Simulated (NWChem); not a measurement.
Everything below was run with NWChem. System: NO (+1), charge 1, spin multiplicity 1, at a geometry optimised with PBE0/def2-SVP. The structure started from a generated list of species. Level: CR-CCSD(T)/cc-pVQZ, 2 core orbitals frozen.

The NWChem input:

```
start mol
memory heap 100 mb stack 700 mb global 1900 mb
charge 1
geometry units angstroms nocenter noautoz
  N      0.000000     0.000000     0.565282
  O      0.000000     0.000000    -0.494622
  symmetry group C2v
end
basis spherical
  * library cc-pvqz
end
scf
  rhf
  nopen 0
  maxiter 100
  thresh 1e-7
  semidirect memsize 60000000 filesize 0
end
tce
  freeze core 2
  cr-ccsd(t)
  2eorb
  2emet 13
  thresh 1e-6
  maxiter 100
  tilesize 24
end
task tce energy
```

Part of the output:

```
             Northwest Computational Chemistry Package (NWChem) 7.3.0
             --------------------------------------------------------

                                NWChem Input Module
                                -------------------

 Scaling coordinates for geometry "geometry" by  1.889725989
 (inverse scale =  0.529177249)

 Turning off AUTOSYM since
 SYMMETRY directive was detected!

                             Geometry "geometry" -> ""
                             -------------------------

 Output coordinates in angstroms (scale by  1.889725989 to convert to a.u.)

  No.       Tag          Charge          X              Y              Z
 ---- ---------------- ---------- -------------- -------------- --------------
    1 N                    7.0000     0.00000000     0.00000000     0.56528200
    2 O                    8.0000     0.00000000     0.00000000    -0.49462200

 Effective nuclear repulsion energy (a.u.)      27.9590660512

            Nuclear Dipole moment (a.u.)
            ----------------------------
        X                 Y               Z
 ---------------- ---------------- ----------------
     0.0000000000     0.0000000000    -0.0000037795

      Symmetry information
      --------------------

 Group name             C2v
 Group number             16
 Group order               4
 No. of unique centers     2

      Symmetry unique atoms

     1    2


 Summary of "ao basis" -> "" (spherical)
 ------------------------------------------------------------------------------
       Tag                 Description            Shells   Functions and Types
 ---------------- ------------------------------  ------  ---------------------
 *                          cc-pvqz                   on all atoms

 Summary of "ao basis" -> "ao basis" (spherical)
 ------------------------------------------------------------------------------
       Tag                 Description            Shells   Functions and Types
 ---------------- ------------------------------  ------  ---------------------
 N                          cc-pvqz                 15       55   5s4p3d2f1g
[...]
         Wavefunction type : Restricted Hartree-Fock
          No. of electrons :    14
           Alpha electrons :     7
            Beta electrons :     7
           No. of orbitals :   220
            Alpha orbitals :   110
             Beta orbitals :   110
        Alpha frozen cores :     2
         Beta frozen cores :     2
     Alpha frozen virtuals :     0
      Beta frozen virtuals :     0
         Spin multiplicity : singlet
    Number of AO functions :   110
       Number of AO shells :    30
        Use of symmetry is : on
      Symmetry adaption is : on
         Schwarz screening : 0.10D-09

          Correlation Information
          -----------------------
          Calculation type : Coupled-cluster singles & doubles w/ perturbation
   Perturbative correction : Completely renormalized (T)
            Max iterations :      100
        Residual threshold : 0.10D-05
     T(0) DIIS level shift : 0.00D+00
     L(0) DIIS level shift : 0.00D+00
     T(1) DIIS level shift : 0.00D+00
     L(1) DIIS level shift : 0.00D+00
     T(R) DIIS level shift : 0.00D+00
     T(I) DIIS level shift : 0.00D+00
   CC-T/L Amplitude update :  5-th order DIIS
                I/O scheme : Global Array Library
        L-threshold :  0.10D-05
        EOM-threshold :  0.10D-05
 no EOMCCSD initial starts read in
 TCE RESTART OPTIONS
 SLICE:      F
 D4D5:       F
 quantumc:   F
 qrotation:  F
 pwtce:      F
 qducc:      F
 nacto:                         0
 nrotv:                         0
 nrot:                          0

            Memory Information
            ------------------
          Available GA space size is     249024700 doubles
          Available MA space size is     104853692 doubles

 Maximum block size supplied by input
 Maximum block size        24 doubles

 tile_dim =     20

 -------------------------------------------------

 Global array virtual files algorithm will be used

 Parallel file system coherency ......... OK

 4-electron integrals stored in orbital form

 v2    file size   =          6669451
 4-index algorithm nr.  13 is used
 imaxsize =       30
 imaxsize ichop =        0


CCSD iterations
 ---------------------------------------------------------
 Iter          Residuum       Correlation     Cpu    Wall
 ---------------------------------------------------------
    1   0.2226790125891  -0.4303776593293     0.9     0.9
    2   0.0571319278632  -0.4068045844415     1.0     1.0
    3   0.0215872338202  -0.4212551408798     1.0     1.0
    4   0.0096183506582  -0.4191632963336     0.9     0.9
    5   0.0042611333764  -0.4208611485812     0.9     0.9
    6   0.0018002809747  -0.4209916800312     0.9     0.9
    7   0.0007541251901  -0.4209233112459     0.9     0.9
    8   0.0003576702297  -0.4209548752455     1.0     1.0
    9   0.0002001353456  -0.4209539184115     1.2     1.2
   10   0.0000992076644  -0.4209645175545     1.2     1.2
   11   0.0000118397158  -0.4209704790064     1.1     1.1
   12   0.0000035353339  -0.4209699328038     1.2     1.2
   13   0.0000013036286  -0.4209705063037     1.0     1.0
   14   0.0000006233176  -0.4209704289002     0.9     0.9
 -----------------------------------------------------------------
 Iterations converged
 CCSD correlation energy / hartree =        -0.420970428900164
 CCSD total energy / hartree       =      -129.397023942797688

 Singles contributions

 Doubles contributions
 CR-CCSD(T)

 CR-CCSD[T]  correction energy / hartree =        -0.018598703122497
 CR-CCSD[T] correlation energy / hartree =        -0.439569132022661
 CR-CCSD[T] total energy / hartree       =      -129.415622645920195
 CR-CCSD(T)  correction energy / hartree =        -0.017300772365010
 CR-CCSD(T) correlation energy / hartree =        -0.438271201265174
 CR-CCSD(T) total energy / hartree       =      -129.414324715162707

 Task  times  cpu:       71.4s     wall:       71.4s

 Total times  cpu:       71.5s     wall:       71.5s
```
